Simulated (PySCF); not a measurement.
water cation (H2O), SMILES O (connectivity only; charge and spin as stated), charge +1, multiplicity 2. Atoms are numbered in the order given.

```xyz
3

O      0.0000     0.0000    -0.1158
H      0.0000    -0.8204     0.4634
H      0.0000     0.8204     0.4634
```
Charge +1, spin multiplicity 2.

Geometry: PBE0-D3(BJ)/def2-TZVPD. The spin state was assumed, not searched.

Calculation: PBE0/def2-TZVPD run with PySCF.

Mulliken values depend strongly on the basis, most of all with diffuse functions as here. ESP charges are fitted to the potential on shells at 1.4 to 2.0 van der Waals radii. Atomic charges (e):

| atom | ESP fit | Mulliken | meta-Löwdin | Mulliken spin |
|---|---|---|---|---|
| O1 | 0.04 | 0.03 | ? | 1.06 |
| H2 | 0.48 | 0.49 | ? | -0.03 |
| H3 | 0.48 | 0.49 | ? | -0.03 |

Q: Some entries are withheld; supply them. (An estimate is asked for; the answer gives what the named calculation found.)

A: 
- O1, meta-Löwdin: 0.06
- H2, meta-Löwdin: 0.47
- H3, meta-Löwdin: 0.47
